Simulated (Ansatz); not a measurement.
System: hcp Ru. Method: PBE (PAW; Ansatz, an electronic-structure program).

Run with plane-wave cutoff 500 eV, 30×30×18 k mesh (along the axes of the cell as run), Fermi–Dirac smearing 0.1 eV, no spin polarisation, scalar-relativistic PAW data made under PBE.

Computed at the level's own relaxed cell.

Task: Predict the equilibrium volume per atom, equilibrium lattice constant a and lattice parameter c.

Result: 
equilibrium volume per atom: 13.77 Å³/atom
equilibrium lattice constant a: 2.722 Å
lattice parameter c: 4.294 Å

Measured, for comparison: lattice constant a 2.706 Å (293 K, no zero-point or thermal correction, our sources range from 2.700 to 2.706; as tabulated in Wikipedia's data pages); lattice parameter c 4.282 Å (293 K, no zero-point or thermal correction; as tabulated in Wikipedia's data pages). Computed (rounded) less measured: lattice constant a +0.6 % (+0.6 % to +0.8 % over the range), lattice parameter c +0.3 %.
